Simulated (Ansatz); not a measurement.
Nudged elastic band run: C₂H₅Si

Input:

```yaml
crystal:
  periodic: [false, false, false]
  atoms:
    - { symbol: C, position_ang: [-0.413117, 0.944237, -0.890014] }
    - { symbol: C, position_ang: [-0.358125, 0.349173, 0.327377] }
    - { symbol: Si, position_ang: [0.896209, -0.921334, 0.817567] }
    - { symbol: H, position_ang: [0.26885, 0.668283, -1.703279] }
    - { symbol: H, position_ang: [-1.147065, 1.725013, -1.12324] }
    - { symbol: H, position_ang: [-1.064085, 0.688353, 1.099297] }
    - { symbol: H, position_ang: [1.543997, -1.573084, -0.371751] }
    - { symbol: H, position_ang: [0.365535, -1.937741, 1.788243] }
magnetization:
  spin_polarized: true
  initial_magnetization: 1
basis:
  gaussian: { orbitals: "6-31G*" }
hamiltonian:
  xc: pbe
  dispersion: d4
neb:
  order_check: false
  images: 7
  f_tol: 0.05
  max_iterations: 60
  initial_path: idpp
  final_atoms:
    - { symbol: C, position_ang: [-0.37838059, 0.97355962, -0.87091359] }
    - { symbol: C, position_ang: [-0.47857165, 0.2432864, 0.26729326] }
    - { symbol: Si, position_ang: [0.41466186, -1.3503997, 0.56505538] }
    - { symbol: H, position_ang: [0.29600903, 0.68712088, -1.68681156] }
    - { symbol: H, position_ang: [-0.95970433, 1.89003498, -1.02866773] }
    - { symbol: H, position_ang: [-1.18659258, 0.58326832, 1.03712489] }
    - { symbol: H, position_ang: [1.60073948, -1.51680599, -0.34373402] }
    - { symbol: H, position_ang: [0.78403777, -1.56716452, 2.00485337] }
```

Launched with:

```bash
$ ansatz run input.yaml --threads 1 --pin off --max-ram 2048MiB --backend cpu --events-out ev --progress --plain --runs-dir out
```

Output, in part (warnings, iteration lines, the closing report on the highest movable image, with atoms numbered from 0):

```
NEB end point (image 0): max|allowed force component| = 8.019e-3 eV/Å (the criterion of neb.relax_end_points is 1.000e-2)
NEB end point (image 8): max|allowed force component| = 4.512e-3 eV/Å (the criterion of neb.relax_end_points is 1.000e-2)
NEB iter   1: max|band force component| = 4.841e-1 eV/Å  barrier→ = 0.1538 eV  barrier← = 0.1538 eV  CI = image 4  Δτ_max = 0.0594 Å  (279 SCF iters)
NEB iter   2: max|band force component| = 2.307e-1 eV/Å  barrier→ = 0.1338 eV  barrier← = 0.1338 eV  CI = image 4  Δτ_max = 0.0430 Å  (231 SCF iters)
NEB iter   3: max|band force component| = 1.608e-1 eV/Å  barrier→ = 0.1304 eV  barrier← = 0.1304 eV  CI = image 4  Δτ_max = 0.0288 Å  (232 SCF iters)
NEB iter   4: max|band force component| = 1.183e-1 eV/Å  barrier→ = 0.1295 eV  barrier← = 0.1295 eV  CI = image 4  Δτ_max = 0.0189 Å  (234 SCF iters)
NEB iter   5: max|band force component| = 8.933e-2 eV/Å  barrier→ = 0.1291 eV  barrier← = 0.1291 eV  CI = image 4  Δτ_max = 0.0080 Å  (230 SCF iters)
NEB iter   6: max|band force component| = 1.935e-2 eV/Å  barrier→ = 0.1290 eV  barrier← = 0.1290 eV  CI = image 4  Δτ_max = 0.0000 Å  (412 SCF iters)
Total energy: -10023.25310392 eV, -368.3477575640 hartree
Atom 0 at    -0.320699     1.079900    -0.849333 Å, force    -0.005320    -0.004786     0.000532 eV/Å
Atom 1 at    -0.390430     0.312946     0.275577 Å, force     0.004277    -0.010492     0.001893 eV/Å
Atom 2 at     0.561414    -1.207275     0.606315 Å, force    -0.005458     0.008164    -0.000742 eV/Å
Atom 3 at     0.343550     0.831790    -1.684651 Å, force     0.002895     0.003531    -0.001290 eV/Å
Atom 4 at    -0.931688     1.981401    -0.967476 Å, force     0.002086     0.000989    -0.000808 eV/Å
Atom 5 at    -1.083141     0.626330     1.069974 Å, force     0.001273     0.002079     0.001057 eV/Å
Atom 6 at     1.532465    -1.736718    -0.392892 Å, force    -0.000137     0.000486     0.000035 eV/Å
Atom 7 at     0.380729    -1.945474     1.886687 Å, force     0.000385     0.000030    -0.000677 eV/Å
Dipole moment:    -0.042627     0.066478    -0.013817 e Å
```

The forces met the threshold. A vibrational analysis at the climbing image gives one clearly imaginary mode, 475i cm⁻¹: a first-order saddle point.

Final band (atoms are numbered from 1 in the order of the input):

```json
{"image": "0", "path coordinate (Å)": "0.00", "energy (eV)": "0.000", "height of Si3 over the plane of its neighbours (Å)": "-0.45"}
{"image": "1", "path coordinate (Å)": "0.16", "energy (eV)": "0.004", "height of Si3 over the plane of its neighbours (Å)": "-0.43"}
{"image": "2", "path coordinate (Å)": "0.32", "energy (eV)": "0.027", "height of Si3 over the plane of its neighbours (Å)": "-0.34"}
{"image": "3", "path coordinate (Å)": "0.48", "energy (eV)": "0.090", "height of Si3 over the plane of its neighbours (Å)": "-0.18"}
{"image": "4", "path coordinate (Å)": "0.64", "energy (eV)": "0.129", "height of Si3 over the plane of its neighbours (Å)": "0.00"}
{"image": "5", "path coordinate (Å)": "0.80", "energy (eV)": "0.090", "height of Si3 over the plane of its neighbours (Å)": "0.18"}
{"image": "6", "path coordinate (Å)": "0.96", "energy (eV)": "0.027", "height of Si3 over the plane of its neighbours (Å)": "0.34"}
{"image": "7", "path coordinate (Å)": "1.12", "energy (eV)": "0.003", "height of Si3 over the plane of its neighbours (Å)": "0.43"}
{"image": "8", "path coordinate (Å)": "1.28", "energy (eV)": "0.000", "height of Si3 over the plane of its neighbours (Å)": "0.45"}
```

Run time: 85 s on 1 thread of AMD EPYC 7R43 64-Core Processor (Zen 3), with other jobs on the host, peak memory 0.14 GiB.
